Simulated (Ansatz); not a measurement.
Input (CCSDT(Q)/cc-pV(T+d)Z; Ansatz, a program for electronic structure): A basis named .json is the Basis Set Exchange file of that set.

Ansatz 0.2 input:
```yaml
crystal:
  periodic: [false, false, false]
  atoms:
    - {symbol: P, position_ang: [-0.00000000, -0.00000000, -0.94474959]}
    - {symbol: P, position_ang: [0.00000000, 0.00000000, 0.94474959]}
basis:
  gaussian:
    orbitals: cc-pV_T+d_Z.json
magnetization: {spin_polarized: false}
correlation: {method: ccsdt_q, electrons: outside_noble_gas}
```

Output:

```
Functional definition: HF
integrals: 0.08 GiB planned
881 factors; integrals over basis functions are off by at most 1.2e-7 eV
mean field: 0.20 GiB planned
mean field evaluation 1: about -18544.1278 eV, gradient 7.9e0 eV
mean field evaluation 2: about -18544.1358 eV, gradient 8.0e0 eV
mean field evaluation 4: about -18544.3704 eV, gradient 7.4e-1 eV
mean field evaluation 8: about -18544.3730 eV, gradient 1.9e-4 eV
mean field evaluation 16: about -18544.3730 eV, gradient 2.4e-6 eV
mean field -18544.37303637 eV, -681.4931392591 hartree, gradient 2.4e-6 eV, S^2 0.000000; 0 other end points of the search recorded, 0 dependent functions left out; unrestricted orbitals would lower it
10 core orbitals not correlated
reference -18544.37303637 eV, -681.4931392591 hartree; 5, 5 occupied and 63, 63 virtual orbitals, 881 factors
second order -7.58327918 eV of doubles, -0.00000000 eV of singles
coupled cluster: 0.78 GiB planned
cycle   1  -7.66364772 eV  change   -8.0e-2 eV  update   1.3e-1
cycle   2  -8.23660613 eV  change   -5.7e-1 eV  update   7.3e-2
cycle   3  -8.70395708 eV  change   -4.7e-1 eV  update   2.9e-2
cycle   4  -8.64350021 eV  change    6.0e-2 eV  update   8.4e-3
cycle   5  -8.63960996 eV  change    3.9e-3 eV  update   5.1e-3
cycle   6  -8.65060652 eV  change   -1.1e-2 eV  update   2.3e-3
cycle   7  -8.65271234 eV  change   -2.1e-3 eV  update   1.1e-3
cycle   8  -8.65149960 eV  change    1.2e-3 eV  update   3.4e-4
cycle   9  -8.65197513 eV  change   -4.8e-4 eV  update   1.2e-4
cycle  10  -8.65186449 eV  change    1.1e-4 eV  update   4.3e-5
cycle  11  -8.65190664 eV  change   -4.2e-5 eV  update   1.9e-5
cycle  12  -8.65192934 eV  change   -2.3e-5 eV  update   7.0e-6
cycle  13  -8.65194015 eV  change   -1.1e-5 eV  update   3.2e-6
cycle  14  -8.65194426 eV  change   -4.1e-6 eV  update   1.1e-6
cycle  15  -8.65194415 eV  change    1.2e-7 eV  update   3.8e-7
coupled cluster: 0.78 GiB planned
perturbative correction -0.06681447 eV, -0.0024553865 hartree
Total energy: -18553.09179499 eV, -681.8135477285 hartree
```
